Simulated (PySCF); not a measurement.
One of the candidates below gave these computed data.

All candidates are C6H14.

| technique | computed result |
| --- | --- |
| Rotational structure | rotational constants A, B, C: 14.549, 1.156, 1.116 GHz [GFN2-xTB] |
| 13C NMR | chemical shifts (computed TMS as zero) by class: 38.8 (2 C), 28.9 (2 C), 17.4 (2 C) ppm [GIAO PBE0/pcSseg-1] |
| 1H NMR | chemical shifts (computed TMS as zero) by class: 1.32 (4 H), 1.21 (4 H), 1.04 (6 H) ppm [GIAO PBE0/pcSseg-1] |
| Dipole | 0.00 D [PBE0/pcSseg-1] |

Gas-phase values; electronic properties from PySCF, density fitting. Levels stand in brackets. Geometry: GFN2-xTB, one conformer, isolated molecule. NMR classes are plain means over equivalent atoms (diastereotopic ones count apart unless rotation or inversion swaps them), as if these changed places fast.

Question: Which candidate is it?
A. `CCCCCC` (n-hexane)
B. `CC(C)C(C)C` (2,3-dimethylbutane)
C. `CCC(C)CC` (3-methylpentane)
D. `CCCC(C)C` (2-methylpentane)

Answer: A. It is `CCCCCC`. Numbering: `[CH3:1][CH2:2][CH2:3][CH2:4][CH2:5][CH3:6]`. Its formula, C6H14, gives 0 degrees of unsaturation, so no ring and no π bond. 6 carbons fall into 3 classes; from least to most shielded: chain CH2 carbon [C3/C4] (38.8 ppm, 2 C), chain CH2 carbon [C2/C5] (28.9 ppm, 2 C), methyl carbon [C1/C6] (17.4 ppm, 2 C). Hydrogen classes from least to most shielded: 4 H on 2 chain CH2 carbons, C2/C5 (1.32 ppm), 4 H on 2 chain CH2 carbons, C3/C4 (1.21 ppm), 6 H on 2 methyl carbons, C1/C6 (1.04 ppm). The vanishing dipole is forced by symmetry. The optimised geometry has point group C2h and is an asymmetric top.

The others, at the same levels:
- `CCC(C)CC` fails: it has 4 carbon classes against 3; its computed 13C shifts are 41.6 (1 C), 36.0 (2 C), 17.3 (1 C), 14.8 (2 C) ppm, 1H shifts are 1.44 (2 H), 1.04 (6 H), 0.96 (2 H), 0.89 (1 H), 0.88 (3 H) ppm and rotational constant A is 6.647 GHz (against 14.549 GHz).
- `CC(C)C(C)C` fails: it has 2 carbon classes against 3; its computed 13C shifts are 37.0 (2 C), 20.2 (4 C) ppm, 1H shifts are 1.46 (2 H), 0.91 (12 H) ppm and rotational constant A is 4.308 GHz (against 14.549 GHz).
- `CCCC(C)C` fails: it has 5 carbon classes against 3; its computed 13C shifts are 46.0 (1 C), 33.4 (1 C), 26.2 (1 C), 25.1 (2 C), 17.5 (1 C) ppm, 1H shifts are 1.35 (1 H), 1.32 (2 H), 1.06 (2 H), 1.04 (3 H), 0.95 (6 H) ppm and rotational constant A is 6.697 GHz (against 14.549 GHz).

Each candidate is one conformer, not necessarily the lowest. Dipoles, sizes and rotational constants follow the conformer. The torsions of the flexible species, by atom-mapped SMILES:
- `[CH3:1][CH2:2][CH2:3][CH2:4][CH2:5][CH3:6]`: C1–C2–C3–C4 180°, C2–C3–C4–C5 180°, C3–C4–C5–C6 180°
- `[CH3:1][CH2:2][CH:3]([CH3:4])[CH2:5][CH3:6]`: C1–C2–C3–C4 -64°, C2–C3–C5–C6 -173°
- `[CH3:1][CH:2]([CH3:3])[CH:4]([CH3:5])[CH3:6]`: C1–C2–C4–C5 -56°
- `[CH3:1][CH2:2][CH2:3][CH:4]([CH3:5])[CH3:6]`: C1–C2–C3–C4 -174°, C2–C3–C4–C5 174°
